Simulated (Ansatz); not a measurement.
CsCl-type TlBr was calculated with rVV10 (PAW; Ansatz, an electronic-structure program).

Run with plane-wave cutoff 520 eV, 8×8×8 k mesh, Fermi–Dirac smearing 0.01 eV, scalar-relativistic PAW data made under PBE.

Response to compression and expansion:

```json
[
 {"V (Å³/atom)": "29.964", "P (GPa)": "1.97", "direct gap at Γ (eV)": "8.336", "smallest gap on the k mesh (eV)": "1.567"},
 {"V (Å³/atom)": "30.602", "P (GPa)": "1.23", "direct gap at Γ (eV)": "8.294", "smallest gap on the k mesh (eV)": "1.620"},
 {"V (Å³/atom)": "31.239", "P (GPa)": "0.58", "direct gap at Γ (eV)": "8.253", "smallest gap on the k mesh (eV)": "1.670"},
 {"V (Å³/atom)": "31.877", "P (GPa)": "0.00", "direct gap at Γ (eV)": "8.212", "smallest gap on the k mesh (eV)": "1.717"},
 {"V (Å³/atom)": "32.514", "P (GPa)": "-0.52", "direct gap at Γ (eV)": "8.166", "smallest gap on the k mesh (eV)": "1.761"},
 {"V (Å³/atom)": "33.152", "P (GPa)": "-0.97", "direct gap at Γ (eV)": "8.019", "smallest gap on the k mesh (eV)": "1.802"},
 {"V (Å³/atom)": "33.789", "P (GPa)": "-1.38", "direct gap at Γ (eV)": "7.877", "smallest gap on the k mesh (eV)": "1.841"}
]
```

The fundamental gap (1.72 eV at the equilibrium volume, with added k points) lies elsewhere than Γ–Γ.

Measured, for comparison: band gap 2.68 eV (temperature not stated, not corrected to a static lattice, detector crystals, literature values; as tabulated in Piasecki et al. (2022), doi:10.1039/d1ma01259b).

Spin–orbit coupling is not included; with these elements it can move the gap by several tenths of an eV or more.
